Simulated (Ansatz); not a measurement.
Two shapes of doublet H₃O₂.

Shape 1:

```xyz
5

O    -0.0333   -0.0857   -0.0681
H     0.6056    0.4442    0.4007
O     2.9662    0.0886    0.0323
H     3.7970    0.1439   -0.4227
H     3.0259   -0.6348    0.5903
```

Shape 2:

```xyz
5

O    -0.0133   -0.0313   -0.0311
H     0.8469    0.2018    0.3343
O     2.9240    0.0310    0.0031
H     3.6312    0.6357   -0.1599
H     3.3022   -0.8318    0.2700
```

Basis set: def2-SVP (spherical functions). Correlated methods keep 2 orbitals frozen. Charge 0, multiplicity 2.

Computed with Ansatz (development build ahead of 0.2.0); each method stands on the lowest determinant of its kind that the runs found.

Question: Which shape is lower in energy, and by how much in each method?

Answer:

```csv
method,E(2) − E(1) (eV)
UHF,-0.073
UHF-MP2,-0.139
```

Shape 2 is lower.
